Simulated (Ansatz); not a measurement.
A search over several starts for the lowest SCF solution of CH6AlO, that is [Al(OMe)H3]- with one electron fewer at the given spin, in a small basis.

```yaml
crystal:
  periodic: [false, false, false]
  atoms:
    - {symbol: Al, position_ang: [-0.238044, 0.550361, -1.235017]}
    - {symbol: O, position_ang: [0.864283, -0.000353, 0.055241]}
    - {symbol: C, position_ang: [0.373133, -0.543326, 1.229763]}
    - {symbol: H, position_ang: [-0.295078, -1.410066, 1.058359]}
    - {symbol: H, position_ang: [-0.208116, 0.184013, 1.831008]}
    - {symbol: H, position_ang: [1.198855, -0.898889, 1.871265]}
    - {symbol: H, position_ang: [0.689701, 1.096217, -2.465196]}
    - {symbol: H, position_ang: [-1.209003, 1.741906, -0.642051]}
    - {symbol: H, position_ang: [-1.175731, -0.719852, -1.703381]}
basis:
  gaussian: {orbitals: def2-SVP}
magnetization: {spin_polarized: true, initial_magnetization: 1}
hamiltonian: {xc: pbe0, dispersion: d4}
output: {orbitals: {seedname: orbitals}}
```

```sh
$ ansatz run in.yaml --threads 4 --pin off --events-out ev --progress --plain --max-ram 3916MiB
```

It prints (some lines left out):

```
Functional definition: PBE0
744 factors; integrals over basis functions are off by at most 1.1e-3 eV
mean field evaluation 1: about -9760.0353 eV, gradient 3.3e1 eV
mean field evaluation 2: about -9740.7815 eV, gradient 7.3e1 eV
mean field evaluation 4: about -9764.8836 eV, gradient 6.6e0 eV
mean field evaluation 8: about -9765.0578 eV, gradient 3.0e-1 eV
mean field evaluation 16: about -9765.2079 eV, gradient 1.3e-3 eV
mean field evaluation 32: about -9763.1203 eV, gradient 1.4e1 eV
mean field -9765.20793092 eV, -358.8647723658 hartree, gradient 1.3e-5 eV, S^2 0.762451; 5 other end points of the search recorded, 0 dependent functions left out
reference -9765.20796222 eV, -358.8647735158 hartree; 17, 16 occupied and 59, 60 virtual orbitals, 744 factors
Total energy: -9765.31092279 eV, -358.8685572470 hartree
```

Hardware: 4 threads of Arm Neoverse V1 on a shared host. Wall time 2.5 s.
